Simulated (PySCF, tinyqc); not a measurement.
Inside a calculation. Method: MP2 on RHF in the sto-3g basis, for LiH, spin multiplicity 1. The lowest restricted solution is unstable here: a spin-polarised one lies 0.0001 hartree lower (PySCF). Computed by tinyqc, a small Python program that keeps every step (integrals from PySCF). Settings: charge = 0, multiplicity = 1, basis = sto-3g, method = RHF, energy threshold = 1e-10, iteration cap = 81, orthogonalisation = symmetric, start = Wolfsberg-Helmholz matrix, DIIS depth = 6. Command: `OMP_NUM_THREADS=1 python tinyqc.py 28807 28808 out.jsonl` (the two numbers bound the seeds that draw the settings). One thread of a shared host (Intel(R) Xeon(R) Processor @ 2.60GHz), about 0.1 s of CPU time with the checks. The early iterations of the SCF are left out here.

## One-electron integrals

Geometry (angstrom):

| atom | x | y | z |
|---|---|---|---|
| Li | 0.00000 | 0.00000 | 0.00000 |
| H | 0.00000 | 0.00000 | 2.05100 |

Basis sto-3g: exponents (1/bohr^2) and contraction coefficients of normalised primitives:

| element | l (shell) | exponent | coefficient |
|---|---|---|---|
| Li | s (1) | 16.11958 | 0.15433 |
| Li | s (1) | 2.93620 | 0.53533 |
| Li | s (1) | 0.79465 | 0.44463 |
| Li | s (2) | 0.63629 | -0.09997 |
| Li | s (2) | 0.14786 | 0.39951 |
| Li | s (2) | 0.04809 | 0.70012 |
| Li | p (3) | 0.63629 | 0.15592 |
| Li | p (3) | 0.14786 | 0.60768 |
| Li | p (3) | 0.04809 | 0.39196 |
| H | s (1) | 3.42525 | 0.15433 |
| H | s (1) | 0.62391 | 0.53533 |
| H | s (1) | 0.16886 | 0.44463 |

Overlap, kinetic and nuclear-attraction integrals over the contracted functions; the nuclear repulsion is the sum of Za Zb / Rab.

nuclear repulsion = 0.7740281 hartree

overlap S, lower triangle:
```
          1Li 1s   1Li 2s  1Li 2px  1Li 2py  1Li 2pz    2H 1s
1Li 1s   1.00000
1Li 2s   0.24114  1.00000
1Li 2px  0.00000  0.00000  1.00000
1Li 2py  0.00000  0.00000  0.00000  1.00000
1Li 2pz  0.00000  0.00000  0.00000  0.00000  1.00000
2H 1s    0.02462  0.28720  0.00000  0.00000  0.40882  1.00000
```

kinetic energy T (hartree), lower triangle:
```
           1Li 1s   1Li 2s  1Li 2px  1Li 2py  1Li 2pz    2H 1s
1Li 1s    3.57679
1Li 2s   -0.02024  0.10216
1Li 2px   0.00000  0.00000  0.31968
1Li 2py   0.00000  0.00000  0.00000  0.31968
1Li 2pz   0.00000  0.00000  0.00000  0.00000  0.31968
2H 1s    -0.00856  0.01732  0.00000  0.00000  0.06680  0.76003
```

nuclear attraction V (hartree), lower triangle:
```
           1Li 1s    1Li 2s   1Li 2px   1Li 2py   1Li 2pz     2H 1s
1Li 1s   -8.24089
1Li 2s   -1.02656  -1.45178
1Li 2px   0.00000   0.00000  -1.41743
1Li 2py   0.00000   0.00000   0.00000  -1.41743
1Li 2pz  -0.00980  -0.09607   0.00000   0.00000  -1.49169
2H 1s    -0.10143  -0.46824   0.00000   0.00000  -0.67395  -2.00042
```

core Hamiltonian H = T + V (hartree), lower triangle:
```
           1Li 1s    1Li 2s   1Li 2px   1Li 2py   1Li 2pz     2H 1s
1Li 1s   -4.66410
1Li 2s   -1.04680  -1.34962
1Li 2px   0.00000   0.00000  -1.09775
1Li 2py   0.00000   0.00000   0.00000  -1.09775
1Li 2pz  -0.00980  -0.09607   0.00000   0.00000  -1.17201
2H 1s    -0.10999  -0.45092   0.00000   0.00000  -0.60715  -1.24039
```

## Two-electron integrals

Functions are numbered as in S; the eight-fold symmetry (ij|kl) = (ji|kl) = (kl|ij) leaves the list below.

Two-electron integrals (ij|kl) in chemists' order, unique and non-zero (hartree):
```
(11|11) 1.68040   (21|11) 0.26542   (21|21) 0.04994   (22|11) 0.39773
(22|21) 0.09286   (22|22) 0.29056   (31|31) 0.00898   (32|31) 0.01379
(32|32) 0.06418   (33|11) 0.39664   (33|21) 0.09288   (33|22) 0.29050
(33|33) 0.31295   (41|41) 0.00898   (42|41) 0.01379   (42|42) 0.06418
(43|43) 0.01687   (44|11) 0.39664   (44|21) 0.09288   (44|22) 0.29050
(44|33) 0.27921   (44|44) 0.31295   (51|51) 0.00898   (52|51) 0.01379
(52|52) 0.06418   (53|53) 0.01687   (54|54) 0.01687   (55|11) 0.39664
(55|21) 0.09288   (55|22) 0.29050   (55|33) 0.27921   (55|44) 0.27921
(55|55) 0.31295   (61|11) 0.02593   (61|21) 0.00492   (61|22) 0.00940
(61|33) 0.00929   (61|44) 0.00929   (61|51) 0.00062   (61|52) 0.00122
(61|55) 0.00963   (61|61) 0.00054   (62|11) 0.09127   (62|21) 0.02171
(62|22) 0.07598   (62|33) 0.07163   (62|44) 0.07163   (62|51) 0.00339
(62|52) 0.02376   (62|55) 0.08460   (62|61) 0.00259   (62|62) 0.03779
(63|31) 0.00138   (63|32) 0.00726   (63|53) 0.00328   (63|63) 0.00213
(64|41) 0.00138   (64|42) 0.00726   (64|54) 0.00328   (64|64) 0.00213
(65|11) 0.12267   (65|21) 0.02939   (65|22) 0.10587   (65|33) 0.09858
(65|44) 0.09858   (65|51) 0.00522   (65|52) 0.03663   (65|55) 0.12035
(65|61) 0.00360   (65|62) 0.05672   (65|65) 0.08574   (66|11) 0.25789
(66|21) 0.06214   (66|22) 0.24022   (66|33) 0.21965   (66|44) 0.21965
(66|51) 0.00969   (66|52) 0.08827   (66|55) 0.28126   (66|61) 0.00754
(66|62) 0.15557   (66|65) 0.24036   (66|66) 0.77461
```

## Orthogonalisation

S = U s U^T; symmetric (Loewdin) form X = U s^(-1/2) U^T, so that X^T S X = 1.

eigenvalues of S: 0.48514  0.80382  1.00000  1.00000  1.18179  1.52926

X, lower triangle:
```
           1Li 1s    1Li 2s  1Li 2px  1Li 2py   1Li 2pz    2H 1s
1Li 1s    1.02345
1Li 2s   -0.13006   1.06301
1Li 2px   0.00000   0.00000  1.00000
1Li 2py   0.00000   0.00000  0.00000  1.00000
1Li 2pz  -0.00676   0.05573  0.00000  0.00000   1.07721
2H 1s     0.01814  -0.17582  0.00000  0.00000  -0.24459  1.11595
```

## Iteration 9 (converged): orbitals

converged F (hartree), lower triangle:
```
           1Li 1s    1Li 2s  1Li 2px  1Li 2py   1Li 2pz     2H 1s
1Li 1s   -2.36044
1Li 2s   -0.64202  -0.21182
1Li 2px   0.00000   0.00000  0.16163
1Li 2py   0.00000   0.00000  0.00000  0.16163
1Li 2pz   0.01432  -0.07057  0.00000  0.00000   0.04631
2H 1s    -0.06794  -0.20886  0.00000  0.00000  -0.20176  -0.08855
```

Diagonalise F' = X^T F X, C = X C', fill 2 alpha and 2 beta electrons from the bottom; D = 2 C_occ C_occ^T. Each column has its largest component positive (the first on a tie).

F' = X^T F X (hartree), lower triangle:
```
          1         2        3        4         5        6
1  -2.30693
2  -0.36059  -0.03400
3   0.00000   0.00000  0.16163
4   0.00000   0.00000  0.00000  0.16163
5   0.01234   0.00565  0.00000  0.00000   0.15127
6   0.01651  -0.21102  0.00000  0.00000  -0.24821  0.07241
```

orbital energies (hartree): MO1 -2.36293, MO2 -0.24568, MO3 0.07251, MO4 0.16163, MO5 0.16163, MO6 0.41885

coefficients C:
```
              MO1       MO2       MO3      MO4       MO5       MO6
1Li 1s    0.99145  -0.15043  -0.21456  0.00000   0.00000   0.11445
1Li 2s    0.03338   0.49172   0.79861  0.00000   0.00000  -0.54794
1Li 2px   0.00000   0.00000   0.00000  0.88068  -0.47372   0.00000
1Li 2py   0.00000   0.00000   0.00000  0.47372   0.88068   0.00000
1Li 2pz  -0.00457   0.32959  -0.59626  0.00000   0.00000  -0.87131
2H 1s    -0.00110   0.58609  -0.18932  0.00000   0.00000   0.97830
```

D after iteration 9, lower triangle:
```
           1Li 1s   1Li 2s  1Li 2px  1Li 2py  1Li 2pz    2H 1s
1Li 1s    2.01120
1Li 2s   -0.08175  0.48580
1Li 2px   0.00000  0.00000  0.00000
1Li 2py   0.00000  0.00000  0.00000  0.00000
1Li 2pz  -0.10822  0.32382  0.00000  0.00000  0.21730
2H 1s    -0.17850  0.57631  0.00000  0.00000  0.38634  0.68700
```

Within a degenerate level the vectors are fixed only up to a rotation; this is one choice.

## Convergence

Stop when the energy changes by less than 1e-10 hartree and every element of the error matrix X^T (F D S - S D F) X is below 3e-06.

Course of the cycle:

| iteration | E (hartree) | change | largest element of the error matrix |
|---|---|---|---|
| 1 | -7.8091982 | - | 4.68e-02 |
| 2 | -7.8201023 | -1.09e-02 | 2.54e-02 |
| 3 | -7.8243745 | -4.27e-03 | 1.13e-02 |
| 4 | -7.8253213 | -9.47e-04 | 9.73e-04 |
| 5 | -7.8253225 | -1.20e-06 | 4.49e-04 |
| 6 | -7.8253228 | -3.61e-07 | 5.96e-05 |
| 7 | -7.8253228 | -6.50e-09 | 1.04e-05 |
| 8 | -7.8253228 | -1.98e-10 | 4.72e-08 |
| 9 | -7.8253228 | -1.78e-15 | 2.12e-08 |

PySCF RHF in the same basis = -7.8253228 hartree

Converged in 9 iterations.

## Integrals over molecular orbitals

(pq|rs) = sum C_ip C_jq C_kr C_ls (ij|kl), one index at a time.

one-electron integrals over orbitals h = C^T H C (hartree), lower triangle:
```
          1         2         3         4         5         6
1  -4.65512
2   0.09623  -1.33562
3   0.16242   0.01800  -1.09855
4   0.00000   0.00000   0.00000  -1.09775
5   0.00000   0.00000   0.00000   0.00000  -1.09775
6  -0.05172   0.03194   0.02191   0.00000   0.00000  -1.00782
```

Two-electron integrals over orbitals (pq|rs), unique and non-zero (hartree):
```
(11|11) 1.65920    (21|11) -0.09941   (21|21) 0.01037    (22|11) 0.32168
(22|21) 0.00318    (22|22) 0.45694    (31|11) -0.14135   (31|21) 0.01060
(31|22) -0.01184   (31|31) 0.02201    (32|11) 0.02503    (32|21) -0.00262
(32|22) -0.05746   (32|31) -0.00014   (32|32) 0.01960    (33|11) 0.39221
(33|21) -0.00911   (33|22) 0.21412    (33|31) 0.00107    (33|32) 0.01340
(33|33) 0.33058    (41|41) 0.00981    (42|41) 0.00727    (42|42) 0.02146
(43|41) 0.01036    (43|42) 0.02007    (43|43) 0.04136    (44|11) 0.39634
(44|21) -0.00367   (44|22) 0.24898    (44|31) -0.00506   (44|32) 0.01204
(44|33) 0.28019    (44|44) 0.31295    (51|51) 0.00981    (52|51) 0.00727
(52|52) 0.02146    (53|51) 0.01036    (53|52) 0.02007    (53|53) 0.04136
(54|54) 0.01687    (55|11) 0.39634    (55|21) -0.00367   (55|22) 0.24898
(55|31) -0.00506   (55|32) 0.01204    (55|33) 0.28019    (55|44) 0.27921
(55|55) 0.31295    (61|11) 0.06864    (61|21) -0.00932   (61|22) -0.00754
(61|31) -0.00440   (61|32) 0.00265    (61|33) 0.01176    (61|44) 0.00151
(61|55) 0.00151    (61|61) 0.01081    (62|11) -0.07568   (62|21) 0.00185
(62|22) 0.11010    (62|31) 0.00379    (62|32) -0.04233   (62|33) -0.01855
(62|44) -0.03430   (62|55) -0.03430   (62|61) 0.00069    (62|62) 0.12965
(63|11) 0.02199    (63|21) -0.00235   (63|22) -0.05631   (63|31) 0.00403
(63|32) 0.01574    (63|33) 0.03647    (63|44) 0.00693    (63|55) 0.00693
(63|61) 0.00441    (63|62) -0.03783   (63|63) 0.02990    (64|41) -0.00596
(64|42) -0.01872   (64|43) -0.01233   (64|64) 0.01944    (65|51) -0.00596
(65|52) -0.01872   (65|53) -0.01233   (65|65) 0.01944    (66|11) 0.35453
(66|21) 0.00103    (66|22) 0.42903    (66|31) -0.01090   (66|32) -0.04837
(66|33) 0.23882    (66|44) 0.26017    (66|55) 0.26017    (66|61) -0.00498
(66|62) 0.10420    (66|63) -0.04615   (66|66) 0.42606
```

## Second-order Moller-Plesset energy

Hartree-Fock energy = -7.8253228 hartree

E2 = sum_ijab (ia|jb) [2 (ia|jb) - (ib|ja)] / (e_i + e_j - e_a - e_b) over occupied i, j and virtual a, b; the opposite-spin part is (ia|jb)^2 / denominator, the rest is same-spin, and SCS-MP2 scales them by 6/5 and 1/3.

Terms:

| i | j | a | b | (ia\|jb) | (ib\|ja) | denominator | term |
|---|---|---|---|---|---|---|---|
| 2 | 2 | 6 | 6 | 0.12965 | 0.12965 | -1.32906 | -0.01265 |
| 2 | 2 | 3 | 6 | -0.04233 | -0.04233 | -0.98272 | -0.00182 |
| 2 | 2 | 6 | 3 | -0.04233 | -0.04233 | -0.98272 | -0.00182 |
| 2 | 2 | 3 | 3 | 0.01960 | 0.01960 | -0.63638 | -0.00060 |
| 2 | 2 | 5 | 5 | 0.02146 | 0.02146 | -0.81462 | -0.00057 |
| 2 | 2 | 4 | 4 | 0.02146 | 0.02146 | -0.81462 | -0.00057 |
| 1 | 1 | 3 | 3 | 0.02201 | 0.02201 | -4.87088 | -0.00010 |
| 1 | 1 | 6 | 6 | 0.01081 | 0.01081 | -5.56355 | -2.10e-05 |
| 1 | 1 | 5 | 5 | 0.00981 | 0.00981 | -5.04911 | -1.91e-05 |
| 1 | 1 | 4 | 4 | 0.00981 | 0.00981 | -5.04911 | -1.91e-05 |
| 1 | 2 | 5 | 5 | 0.00727 | 0.00727 | -2.93187 | -1.80e-05 |
| 2 | 1 | 5 | 5 | 0.00727 | 0.00727 | -2.93187 | -1.80e-05 |
| 1 | 2 | 4 | 4 | 0.00727 | 0.00727 | -2.93187 | -1.80e-05 |
| 2 | 1 | 4 | 4 | 0.00727 | 0.00727 | -2.93187 | -1.80e-05 |
| 2 | 1 | 6 | 3 | 0.00379 | 0.00265 | -3.09997 | -6.01e-06 |
| 1 | 2 | 3 | 6 | 0.00379 | 0.00265 | -3.09997 | -6.01e-06 |
| 1 | 1 | 6 | 3 | -0.00440 | -0.00440 | -5.21721 | -3.71e-06 |
| 1 | 1 | 3 | 6 | -0.00440 | -0.00440 | -5.21721 | -3.71e-06 |
| 1 | 2 | 6 | 3 | 0.00265 | 0.00379 | -3.09997 | -1.29e-06 |
| 2 | 1 | 3 | 6 | 0.00265 | 0.00379 | -3.09997 | -1.29e-06 |
| 1 | 2 | 6 | 6 | 0.00069 | 0.00069 | -3.44630 | -1.40e-07 |
| 2 | 1 | 6 | 6 | 0.00069 | 0.00069 | -3.44630 | -1.40e-07 |
| 2 | 1 | 3 | 3 | -0.00014 | -0.00014 | -2.75363 | -6.90e-09 |
| 1 | 2 | 3 | 3 | -0.00014 | -0.00014 | -2.75363 | -6.90e-09 |

Pair energies (hartree; pair i-j sums ij and ji):

| pair | opposite spin | same spin |
|---|---|---|
| 1-1 | -0.00017 | 0 |
| 2-1 | -0.00009 | -8.34e-07 |
| 2-2 | -0.01803 | 0.00000 |

MP2 correlation energy = -0.0182817 hartree

SCS-MP2 correlation energy = -0.0219374 hartree

MP2 total energy = -7.8436046 hartree
